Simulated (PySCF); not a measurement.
## The electron affinity along group 14

All values are computed (PySCF 2.14, energy differences of UHF-based or UKS calculations, no spin-orbit coupling). Values in eV. The last column holds reference values (measured affinities from photodetachment; the arrow runs from anion to atom). Unmarked ones compare directly (S terms, centres of terms, or small fine structure); those marked * lie between the lowest fine-structure levels and include a spin-orbit shift.

| element | configurations | CCSD (valence) | MP2 (valence and next inner shell) | CCSD(T) (valence and next inner shell) | LDA | PBE | PBE0 | reference |
| --- | --- | --- | --- | --- | --- | --- | --- | --- |
| C (def2-TZVPPD, non-relativistic) | [He] 2s2 2p3 → [He] 2s2 2p2 | 0.916 | 1.037 | 0.971 | 1.460 | 1.204 | 1.133 | 1.262 |
| Ge (def2-TZVPPD, non-relativistic) | [Ar] 3d10 4s2 4p3 → [Ar] 3d10 4s2 4p2 | 0.927 | 1.001 | 0.978 | 1.048 | 0.945 | 1.008 | 1.233 * |
| Sn (def2-TZVPPD with the def2 core potential (28 electrons), ECP) | [Kr] 4d10 5s2 5p3 → [Kr] 4d10 5s2 5p2 | 1.265 | 1.329 | 1.302 | 1.450 | 1.302 | 1.330 | 1.112 * |
| Pb (def2-TZVPPD with the def2 core potential (60 electrons), ECP) | [Xe] 4f14 5d10 6s2 6p3 → [Xe] 4f14 5d10 6s2 6p2 | 1.150 | 1.224 | 1.189 | 1.386 | 1.210 | 1.224 | 0.357 * |

Q: Fill in the row of Si (def2-TZVPPD, non-relativistic) ([Ne] 3s2 3p3 → [Ne] 3s2 3p2).

A: CCSD (valence) 1.138; MP2 (valence and next inner shell) 1.186; CCSD(T) (valence and next inner shell) 1.175; LDA 1.326; PBE 1.224; PBE0 1.247; reference 1.390 * (eV).

The highest occupied level of the anion is positive for C⁻ at LDA, PBE, PBE0; Si⁻ at LDA, PBE, PBE0; Ge⁻ at LDA, PBE, PBE0; Sn⁻ at LDA, PBE, PBE0; Pb⁻ at LDA, PBE, PBE0, so there the basis helps to hold the electron.

For Pb a determinant mixes LS terms or the coupling is close to jj, so these rows are model values.

"Valence" correlates the outer s and p shells and, in groups 3 to 12 and the f block, the outer d or f shell, open or full, or the next shell where the ion has no valence electron left; the wider scheme adds the next inner shell.
